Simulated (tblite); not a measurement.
Energy landscape of CS2, singlet: map of symmetric stretch and bend. Scanned: C-S bond length and S-C-S angle.

Cartesian coordinates as functions of the variables (Å; names that start with a are angles):
```
C  0  0  0
S  r*sin(a/2)  0  r*cos(a/2)
S  -r*sin(a/2)  0  r*cos(a/2)
```

Method: GFN2-xTB, 300 K electronic temperature in tblite 0.5.0.

Energy in kcal/mol above the lowest grid point; x is the C-S bond length (Å), y the S-C-S angle (°).

```
y \ x    1.32   1.42   1.49  1.57  1.65  1.73  1.80  1.88   1.96   2.04   2.09
------  -----  -----  -----  ----  ----  ----  ----  ----  -----  -----  -----
180     120.6   30.0    5.0   0.0  10.4  29.7  50.6  76.5  102.8  128.2  143.4
173.95  121.3   30.4    5.4   0.2  10.6  29.9  50.7  76.6  102.8  128.2  143.3
165.32  124.3   32.5    7.0   1.5  11.5  30.5  51.2  76.9  103.0  128.2  143.3
156.68  130.1   36.7   10.2   3.9  13.3  31.8  52.1  77.5  103.3  128.3  143.2
148.04  139.3   43.2   15.3   7.7  16.1  33.9  53.6  78.4  103.8  128.4  143.1
139.41  152.6   52.7   22.8  13.3  20.3  36.9  55.9  79.9  104.6  128.7  143.1
130.77  171.3   66.3   33.5  21.4  26.3  41.3  59.2  82.2  106.1  129.4  143.2
122.14  196.9   85.3   48.8  33.1  35.1  47.9  64.1  85.7  108.3  130.5  143.4
113.50  231.7  111.9   70.3  49.8  48.0  57.6  71.6  91.0  111.9  132.0  143.6
104.86  275.1  147.2  100.1  73.7  66.6  71.7  82.3  98.2  115.6  132.8  143.2
96.23   279.7  151.6  104.6  77.9  69.8  73.2  82.1  96.2  112.3  129.2  139.8
85      294.2  152.1   99.2  68.1  57.4  59.5  67.9  82.1   99.2  117.6  129.5
```

Points that lie below all their neighbours on the grid: x = 1.57, y = 180 on the edge of the grid (0.0 kcal/mol); x = 1.65, y = 85 on the edge of the grid (57.4 kcal/mol). The lowest path on the grid from the first to the second passes x = 1.65, y = 96.23 at 69.8 kcal/mol.
